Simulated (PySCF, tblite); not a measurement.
**A complex of phosphine and 3 × hydrogen fluoride**

A gas-phase complex of phosphine and 3 × hydrogen fluoride; neutral, singlet. The structure comes from a short search (6 tight-binding starts) and was relaxed by PBE0-D3(BJ)/def2-SVPD; another way of binding may lie lower. No frequency run checks that it is a minimum.

Parts: 1 = phosphine (P), atoms 1–4; 2 = hydrogen fluoride (F), atoms 5–6; 3 = hydrogen fluoride (F), atoms 7–8; 4 = hydrogen fluoride (F), atoms 9–10.

Coordinates in Å:
```
P1     -0.024   -0.234   -0.352
H2      0.419    0.995    0.195
H3      0.808   -1.096    0.405
H4     -1.203   -0.375    0.429
F5      2.464   -0.111   -3.723
H6      1.527   -0.283   -3.709
F7      2.806    0.206   -1.209
H8      2.819    0.114   -2.145
F9      0.031   -0.524   -3.351
H10    -0.059   -0.444   -2.385
```

```
   contact  kind (by geometry)  distance (Å)  angle (°)
   H6···F9       hydrogen bond         1.557        168
   H8···F5       hydrogen bond         1.633        166
  H10···P1       hydrogen bond         2.044        174
H4–P1···F7      pnictogen bond         2.989        163
```

Interaction energies are complex less parts, with the parts frozen as they stand in it; counterpoise-corrected, in kcal/mol (PySCF).

(1) How strongly do the parts interact, level by level?

(2) What holds them together? Decompose the wB97M-D3(BJ)/def2-TZVPD energy: frozen parts, their antisymmetrised product, then relaxation.

The parts were also relaxed and run alone, at the levels used for the complex: shieldings by PBE0/pcSseg-2; core levels by delta-SCF with SCAN, pcX-2 on the ionised atom and pcseg-1 elsewhere, spin-free X2C.

Values alone: F5–H6 bond (Å): 0.920; shielding of H6 (ppm): 29.19; shielding of F9 (ppm): 410.9; shielding of H8 (ppm): 29.19; shielding of F5 (ppm): 410.9; F5 1s core level (eV): 694.12; F7 1s core level (eV): 694.12; F9 1s core level (eV): 694.12.

(3) How do these values change when the complex forms?

Answers

(1) 
```csv
level,interaction,superposition error removed
wB97M-D3(BJ)/def2-TZVPD,-24.62,-0.30
PBE0-D3(BJ)/def2-TZVPD,-28.06,-0.26
```

(2) electrostatic -40.0, Pauli repulsion +51.1, orbital relaxation -33.3, dispersion correction -2.7 kcal/mol, which sum to the value before the counterpoise correction; the Pauli term holds the exchange-correlation of the frozen density too. Of the attraction, 53 % is electrostatic, 44 % is orbital relaxation, 4 % is dispersion correction.

(3) 
```tsv
property	alone	in the complex	change
F5–H6 bond (Å)	0.920	0.952	+0.032
shielding of H6 (ppm)	29.19	22.16	-7.03
shielding of F9 (ppm)	410.9	322.5	-88.4
shielding of H8 (ppm)	29.19	24.18	-5.00
shielding of F5 (ppm)	410.9	384.4	-26.5
F5 1s core level (eV)	694.12	693.40	-0.72
F7 1s core level (eV)	694.12	692.77	-1.35
F9 1s core level (eV)	694.12	693.09	-1.03
```

Density functionals tend to overstate the lengthening and the red shift of so strongly bound an X–H bond.

The 4 runs behind this took 3.2 min in all, one thread each of Arm Neoverse N1 on a shared host, launched as `OMP_NUM_THREADS=1 python cluster_run.py task.json out`.
